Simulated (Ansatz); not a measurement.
This geometry of AlH7OSi (10 atoms, charge 0, multiplicity 1) is a first-order saddle point.

Method: RKS BHLYP-D4/6-31G* in Ansatz 0.2.0.

```xyz
10
Properties=species:S:1:pos:R:3
Al 0.047 -0.050 -0.055
H 0.029 -0.225 1.695
H 1.452 0.438 -0.565
H -1.329 0.513 -0.577
O -0.022 -1.881 0.312
Si -0.708 -3.362 -0.004
H 0.247 -4.428 0.340
H -1.932 -3.522 0.802
H -1.039 -3.421 -1.438
H -0.018 -1.233 1.321
```

Which two structures does it join? (They come from a converged band through this point; their orientation in space is the band's.)

Bonds broken: Al1–H2, O5–H10. Bonds formed: H2–H10. AlH7OSi becomes AlH5OSi + H2.

Image 0:

```xyz
10
Properties=species:S:1:pos:R:3
Al -0.139 -0.001 0.181
H -0.355 0.514 1.673
H 1.169 0.490 -0.578
H -1.435 -0.331 -0.694
O 0.254 -1.924 0.538
Si -0.735 -3.191 -0.035
H -0.087 -4.417 0.462
H -2.082 -3.058 0.527
H -0.726 -3.135 -1.497
H 0.863 -2.118 1.253
```

Image 10:

```xyz
10
Properties=species:S:1:pos:R:3
Al 0.133 -0.285 -0.511
H -0.219 0.154 2.348
H 1.645 0.125 -0.383
H -1.020 0.744 -0.802
O -0.269 -1.920 -0.366
Si -0.690 -3.482 -0.216
H 0.502 -4.355 -0.250
H -1.389 -3.703 1.068
H -1.591 -3.887 -1.315
H -0.373 -0.561 2.258
```

How far does it lie above each of them?

0.80 eV above the first and 1.38 eV above the second. This is the barrier of this one path; another mechanism may lie lower. The orbitals stay closed-shell, which can raise the energy where a bond breaks towards radicals; this wasn't checked here.

The run took 7.9 min on 1 thread of Intel(R) Xeon(R) 6975P-C (Granite Rapids), on a shared host, peak memory 0.15 GiB.
